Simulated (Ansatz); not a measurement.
**SiPF (quintet): from Hartree-Fock to the top rungs, def2-QZVPP**

One table from this session's results is given with a row withheld; the runs are named, their logs left out.

Computed with Ansatz 0.2.0, Gaussian basis. Level: def2-QZVPP, core rule «outside noble gas», up to 11 orbitals frozen.

The runs, in order: UHF; ROHF; CCSD(T) on UHF.

2 further runs of the same task are left out: 2 set aside as unsound or not needed. Runs told in other sessions of the task aren't counted.

## The system

The geometry is a PBE0/def2-TZVP stationary point (not a proven minimum) of the parent state, kept for this charge and spin.

3 atoms, charge 0, spin multiplicity 5.

Atoms are counted from 1 here; the program's logs count them from 0.

Bond lengths: F1–P2 1.612 Å, P2–Si3 2.219 Å. Angles: F1–P2–Si3 106.4°.

As a file:

```
F     0.0000   -0.6743    1.4903
P     0.0000    0.6004    0.5035
Si    0.0000   -0.2060   -1.5634
```

The first run:

Contents of in.yaml:

```yaml
crystal:
  periodic: [false, false, false]
  atoms:
    - {symbol: F, position_ang: [0.000000, -0.674306, 1.490349]}
    - {symbol: P, position_ang: [0.000000, 0.600388, 0.503498]}
    - {symbol: Si, position_ang: [0.000000, -0.205998, -1.563422]}
basis:
  gaussian: {orbitals: "def2-QZVPP.json"}
magnetization: {spin_polarized: true, initial_magnetization: 4}
hamiltonian: {xc: hf}
output: {orbitals: {seedname: orbitals}}
```

Started as:

```
$ ansatz run in.yaml --threads 1 --pin off --events-out ev --progress --plain --max-ram 2393MiB
```

Among the steps run: UHF; ROHF; CCSD(T) on UHF.

One table of the session follows, with a row left open; its other results are not shown here.

| method | from UCCSD(T) (kcal/mol) |
| --- | --- |
| ROHF | +327.82 |
| UHF | ? |
| UMP2 | +30.66 |
| UCCSD | +14.71 |
| UCCSD(T) | 0 |

Estimate the missing values for UHF.

**Answer.** from UCCSD(T) (kcal/mol): +323.25. In the column «from UCCSD(T) (kcal/mol)» it lies between UMP2 (+30.66) and ROHF (+327.82).
